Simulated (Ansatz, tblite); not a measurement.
Cost and result up the ladder for the cluster MgS2⁻ (3 atoms). Total charge -1; doublet. Geometry: PBE0-D4/def2-TZVPD.

Cartesian coordinates in Å:
```
Mg -1.167 0.698 0.286
S 1.153 0.364 0.443
S 0.014 -1.061 -0.729
```

Ansatz on 4 threads of Arm Neoverse V1 on a shared host; xTB runs through tblite on one thread. Times are rough, summed over both states, and most runs start from the orbitals of an earlier one. PBE0-D4/def2-TZVPD serves as the yardstick here, not as an exact answer. The other state is a triplet.

The xTB rows come from tblite. The structure comes from a short search, and lower isomers may exist.

Raw xTB energies of ions are shifted by several eV, and xTB has no spin-polarisation term.

```json
{"level": "GFN1-xTB", "functions": "22", "wall time": "0.004 s"}
{"level": "GFN2-xTB", "functions": "27", "wall time": "0.008 s"}
{"level": "PBE-D4/def2-TZVPD", "functions": "127", "wall time": "2.8 s"}
{"level": "PBE0-D4/def2-TZVPD (with forces)", "functions": "127", "wall time": "5.7 s"}
{"level": "r2SCAN-D4/def2-TZVPD", "functions": "127", "wall time": "7.1 s"}
```

(1) Estimate what each level gives for the vertical IE (eV).

Answers

(1) 
```
                           level  vertical IE (eV)  difference from PBE0-D4/def2-TZVPD (eV)                                                           remarks
                        GFN1-xTB              5.99                                     3.66                                                                 –
                        GFN2-xTB              6.63                                     4.30                                                                 –
               PBE-D4/def2-TZVPD              2.24                                    -0.09  HOMO above zero (-1 doublet), lower spin may lie lower (triplet)
PBE0-D4/def2-TZVPD (with forces)              2.33                                     0.00                                                                 –
            r2SCAN-D4/def2-TZVPD              2.27                                    -0.06  HOMO above zero (-1 doublet), lower spin may lie lower (triplet)
```
